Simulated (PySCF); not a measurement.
# S₂: from the state search to spectroscopic constants

One table from this session's results is given with a row withheld; the runs are named, their logs left out.

The runs use PySCF 2.14.0; S aug-pcseg-1, no relativity.

The first run:

Settings of the job:

```json
{
  "atoms": "S, S",
  "charge": "0",
  "basis": "S aug-pcseg-1",
  "Hamiltonian": "no relativity",
  "basis functions": "54",
  "electrons treated": "32",
  "masses in u": "31.9721, 31.9721",
  "levels": "PBE0, PBE, r²SCAN, LDA, B3LYP, TPSSh, HSE06, HF, MP2, SCS-MP2, CCSD, CCSD(T)",
  "grid": "80 radial by 434 angular points",
  "occupations": "held fixed by the projection of orbital angular momentum",
  "dissociation limit": "S + S, each in its ground configuration",
  "starting distance in angstrom": "1.970",
  "values of 2S to try": "0, 2, 4"
}
```

The run is started by

```bash
$ OMP_NUM_THREADS=1 python dia.py task.json out
```

Steps of the session up to this table: Input; First curve: PBE0; Other states along the same grid; PBE; r²SCAN (meta-GGA); LDA (local density); B3LYP (global hybrid GGA); TPSSh (hybrid meta-GGA); HSE06 (range-separated hybrid); UHF (mean field); MP2 and coupled cluster.

One table of the session follows, with a row left open; its other results are not shown here.

It belongs to the step «The curves together». Energy (eV) from each level's lowest point:

```
R (Å)    UHF  UHF-MP2  UHF-SCS-MP2  UHF-CCSD  UHF-CCSD(T)
1.645  1.607    1.975        1.934       n/a          n/a
1.722  0.640    0.915        0.883     0.898        0.952
1.798  0.145    0.319        0.297     0.305        0.339
1.856  0.000    0.090        0.079     0.082        0.100
1.913  0.000    0.000        0.000     0.000        0.000
1.970      ?        ?            ?         ?            ?
2.047  0.383    0.143        0.176     0.179        0.132
2.143  0.860    0.421        0.484     0.499        0.415
2.257  1.545    0.838        0.941     0.989        0.855
2.410  2.536    1.420        1.586       n/a          n/a
```

Q: Estimate the row for R (Å) = 1.970 from the others.

Worked estimate for «UHF». A straight line through the neighbours (1.913, 0.000) and (2.047, 0.383) gives 0.000 + (0.383 − 0.000) × (1.970 − 1.913) / (2.047 − 1.913) = 0.163; a parabola fitted to 4 rows on both sides gives 0.119.

The run gave: UHF: 0.110; UHF-MP2: 0.013; UHF-SCS-MP2: 0.026; UHF-CCSD: 0.025; UHF-CCSD(T): 0.006. In «UHF» the line misses by +0.053 and the parabola by +0.009.
